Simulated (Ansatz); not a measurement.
The input, for Ansatz 0.2.0:

```yaml
crystal:
  periodic: [false, false, false]
  atoms:
    - {symbol: Ge, position_ang: [0.000056, -0.391153, 2.528569]}
    - {symbol: B, position_ang: [-0.000225, -0.315823, 0.552398]}
    - {symbol: Ge, position_ang: [0.000052, -0.441487, -1.487463]}
    - {symbol: H, position_ang: [0.000117, 1.148462, -1.593503]}
basis:
  gaussian: {orbitals: STO-3G}
magnetization: {spin_polarized: true, initial_magnetization: 2}
hamiltonian: {xc: hf}
accuracy: high
scf: {lower_state_search: off}
output: {orbitals: {seedname: orbitals}}
```

```sh
$ ansatz run in.yaml --threads 1 --pin off --events-out ev --progress --plain --max-ram 2393MiB
```

Log:

```
these checks for a lower state are left out or cut short: stability, starts, cluster_reference, orbital_swaps, neighbouring_geometries, increment
579 factors; integrals over basis functions are off by at most 3.6e-9 eV
mean field evaluation 1: about -112334.0510 eV, gradient 8.6e0 eV
mean field evaluation 2: about -112334.0852 eV, gradient 8.6e0 eV
mean field evaluation 4: about -112335.2720 eV, gradient 2.0e0 eV
mean field evaluation 8: about -112335.4773 eV, gradient 1.1e-1 eV
mean field evaluation 16: about -112335.4772 eV, gradient 1.4e-3 eV
mean field evaluation 32: about -112335.4883 eV, gradient 1.3e-5 eV
mean field -112335.48828662 eV, -4128.2530508046 hartree, gradient 3.0e-8 eV, S^2 2.138166; 0 other end points of the search recorded, 0 dependent functions left out
reference -112335.48828662 eV, -4128.2530508046 hartree; 36, 34 occupied and 6, 8 virtual orbitals, 579 factors
Total energy: -112335.48828662 eV, -4128.2530508046 hartree
Checks for a lower state left out: stability, starts, cluster_reference, orbital_swaps, neighbouring_geometries, increment
```

Ran on 1 thread of Arm Neoverse V2, shared host: 0.87 s wall, 0.31 GiB peak host memory.
